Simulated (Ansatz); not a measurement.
Results of HSE06-D3(BJ) in Ansatz (plane waves, PAW) for fcc Pb.

Settings: plane-wave cutoff 460 eV, 12×12×12 k mesh, Fermi–Dirac smearing 0.05 eV, scalar-relativistic PAW data made under PBE.

A third-order Birch–Murnaghan fit to the energies gives V0 = 28.942 Å³/atom, B0 = 50.8 GPa, B′ = 5.9.

```csv
V (Å³/atom),P (GPa)
27.498,?
28.222,?
28.792,?
29.669,?
30.339,-2.09
```

### Question
Estimate the withheld pressures from this fit; the answers are the runs' own values.

### Answer

- 27.498, P (GPa): 3.03
- 28.222, P (GPa): 1.38
- 28.792, P (GPa): 0.27
- 29.669, P (GPa): -1.17

The formula P = (3/2) B0 (x^(7/3) − x^(5/3)) [1 + (3/4)(B′ − 4)(x^(2/3) − 1)] with x = V0/V meets the computed pressures within 0.01 GPa when these rounded values are put in.

Measured, for comparison: bulk modulus 47 GPa (corrected for temperature and zero-point phonon effects; as tabulated in Levämäki et al. (2014), arXiv:1402.3671); equilibrium volume per atom 29.45 Å³/atom (low-temperature or extrapolated to 0 K; zero-point anharmonic expansion removed; as tabulated in Csonka et al. (2009), arXiv:0903.4037). Computed (rounded) less measured: bulk modulus +8 %, equilibrium volume per atom -1.7 %.

Spin–orbit coupling is not included; it can shift volumes and moduli of such heavy elements.

Computed values are for the static lattice.

Ansatz is an electronic-structure program.
